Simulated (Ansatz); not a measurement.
Start from `[SiH3][SiH3]` and change one atom or group to get `[SiH3][SiH2]S`.

Ansatz, PBE0-D4/def2-TZVP geometries, multiplicity 1. Each molecule was computed in one conformer, which needn't be the lowest.

| property | `[SiH3][SiH3]` |
| --- | --- |
| HOMO energy (B3LYP/def2-TZVPP) / eV | -8.19 |
| LUMO energy (PBE0/def2-TZVPP) / eV | 0.29 |
| LUMO energy (PBE/def2-TZVPP) / eV | -0.57 |
| size of the dipole moment (ωB97M-V/def2-TZVPP) / D | 0.00 |
| HOMO–LUMO gap (B3LYP/def2-TZVPP) / eV | 8.31 |
| size of the dipole moment (B3LYP/def2-TZVPP) / D | 0.00 |

Give the same properties after the change, and the shifts. (Estimate.)

The calculation gave: 
```csv
property,`[SiH3][SiH2]S`,shift
HOMO energy (B3LYP/def2-TZVPP) / eV,-7.25,0.94
LUMO energy (PBE0/def2-TZVPP) / eV,-0.40,-0.69
LUMO energy (PBE/def2-TZVPP) / eV,-1.24,-0.67
size of the dipole moment (ωB97M-V/def2-TZVPP) / D,0.91,0.91
HOMO–LUMO gap (B3LYP/def2-TZVPP) / eV,6.66,-1.65
size of the dipole moment (B3LYP/def2-TZVPP) / D,0.91,0.91
```

With PBE0 the HOMO rises by 0.89 eV and the LUMO falls by 0.69 eV, so the gap narrows by about 1.58 eV. PBE moves the HOMO by 1.00 eV and ωB97M-V by 0.73 eV. The zero-point energy changes by 6.1 kJ/mol with +3 modes.

B3LYP here is the variant with VWN-RPA as its local correlation; programs differ in this.
